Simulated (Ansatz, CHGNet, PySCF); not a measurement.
**Cohesive energy of zinc-blende GaAs: levels of theory against measurement**

Reference value: 3.34 eV/atom (measured, static lattice: zero-point vibration energy added, our sources range from 3.34 to 3.39; as tabulated in Mejia-Rodriguez and Trickey (2018), arXiv:1807.09216).

**Question.** What do CHGNet 0.3.0, PBE, rVV10, r²SCAN-D4, PBE0-D3(BJ), Hartree–Fock, MP2 give, and how far is each from the reference?

**Answer.** 
| level (code) | value (eV/atom) | cell (Å³/atom) | error (eV/atom) |
|---|---|---|---|
| CHGNet 0.3.0 | 3.11 | 23.67 | -0.23 |
| PBE (Ansatz) | 3.15 | 23.71 | -0.19 |
| rVV10 (Ansatz) | 3.37 | 24.13 | +0.03 |
| r²SCAN-D4 (Ansatz) | 3.45 | 22.47 | +0.11 |
| PBE0-D3(BJ) (Ansatz) | 3.51 | 22.09 | +0.17 |
| Hartree–Fock (PySCF) | 1.75 ± 0.1 | 23.68 | -1.59 |
| MP2 (PySCF) | 3.61 ± 0.2 | 23.12 | +0.27 |

Leaving aside CHGNet 0.3.0 (doubt noted below): Closest of the ranked levels: rVV10 (+0.03 eV/atom). Among them Hartree–Fock (-1.59 eV/atom) misses by most. Within 0.5 eV/atom: PBE, rVV10, r²SCAN-D4, PBE0-D3(BJ), MP2.

Free atoms are spin-polarised, in the lowest state found; at levels without +SOC their spin–orbit coupling is left out.  A ± on a computed value is a rough bar: the spread of its extrapolation, a floor set from checks against published values, or a statistical error. CHGNet 0.3.0: free atoms can lie outside what these potentials were trained on. Each level is taken at its own relaxed cell. Cutoffs and k meshes differ between the levels. Ansatz's density-functional and Hartree–Fock values are scalar-relativistic unless marked +SOC, with PAW data made under PBE.

Machine-learned potentials (CHGNet 0.3.0) are trained on DFT data: a solid inside that data is no test of them.

Differences are worked out from the printed values.

Ansatz is a program for electronic structure.
